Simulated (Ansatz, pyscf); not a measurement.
H₃Si–Cl + H atom (H•) → silyl (SiH₃•) + hydrogen chloride (HCl), an atom transfer on the doublet surface: Cl–Si broken, Cl–H formed. Optimised with ωB97X-D3(BJ)/def2-SVP in PySCF. Wave-function energies: Ansatz (a quantum-chemistry and plane-wave program), frozen core, RHF or UHF references. In kcal/mol, from the separated reactants.

Cost: rough CPU time of the saddle's run relative to CCSD(T)/cc-pV(D+d)Z, from one job on a shared machine, with the HF step and its search for lower states.

```
level                   barrier  reaction energy  cost
----------------------  -------  ---------------  ----
ωB97M-D3(BJ)/def2-TZVP    21.35            +5.87     –
M06-2X/def2-TZVP          20.81            +5.34     –
CCSD(T)/cc-pV(D+d)Z       23.05            +0.30     1
CCSDT(Q)/cc-pV(D+d)Z        ___              ___    83
CCSD(T)/cc-pV(T+d)Z       20.98            +2.56     8
CCSD(T)/cc-pV(Q+d)Z         ___            +3.95     –
```

### Question
Fill in the missing entries.

### Answer

- CCSDT(Q)/cc-pV(D+d)Z, barrier: 22.72
- CCSDT(Q)/cc-pV(D+d)Z, reaction energy: +0.27
- CCSD(T)/cc-pV(Q+d)Z, barrier: 20.56

In cc-pV(D+d)Z, going from CCSD(T) to CCSDT(Q) shifts the barrier by -0.34 and the reaction energy by -0.04 kcal/mol. With HF in the quadruple-zeta basis and the correlation energy extrapolated as X⁻³ from X = 3, 4, CCSD(T) gives 20.56 and +4.91; adding the double-zeta shift gives ΔE‡ = 20.23 and ΔE = +4.87 kcal/mol, without core correlation, relativity or geometry relaxation at these levels. The same reactants have a lower exit, to •H₂Si–Cl + H₂ (barrier +4.96 kcal/mol at ωB97M-D3(BJ), against +21.35 kcal/mol here). One saddle was located; it need not be the lowest between these sides. The angle at the transferred Cl is 180°. The CCSD(T) − MP2 part came from Ansatz, without density fitting, on the same reference.
